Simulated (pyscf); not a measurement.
Thermochemistry of product channels of S=Ge: [singlet] + H₂S on the singlet surface, in kcal/mol, from CCSD(T)/def2-TZVPP + ΔMP2(QZVPP) energies (ideal gas, 1 atm, RRHO with modes under 100 cm⁻¹ raised to 100, one conformer, R ln 2 for rigid chiral ones). Single points on ωB97X-D3(BJ)/def2-SVP structures (PySCF, gas phase). Correlated levels are frozen-core, on RHF or UHF. ΔMP2 is the change of the MP2 total energy from the triple- to the quadruple-zeta basis.

| products | ΔE | ΔH(298 K) | ΔG(600 K) | ΔG(1200 K) |
|---|---|---|---|---|
| S=GeH–SH | (withheld) | -5.2 | +13.8 | +31.5 |
| HS–Ge:–SH [singlet] | (withheld) | -15.6 | +2.6 | +19.3 |

Task: Fill in the missing entries.

Result: 
- S=GeH–SH, ΔE: -5.8
- HS–Ge:–SH [singlet], ΔE: -16.5

The channel to HS–Ge:–SH [singlet] turns unfavourable between 298 and 1200 K (ΔG from -6.4 kcal/mol to +19.3 kcal/mol).

These are energies of the channels, which say nothing of barriers. The CCSD(T) − MP2 part came from Ansatz, without density fitting, on the same reference. The frozen core leaves the outer d or s,p core shells of the metals and heavy elements correlated in the MP2 and CC values, and def2-TZVPP describes them poorly, which can shift differences by a few kcal/mol. Elements up to Kr have no core potential and no relativistic terms here.
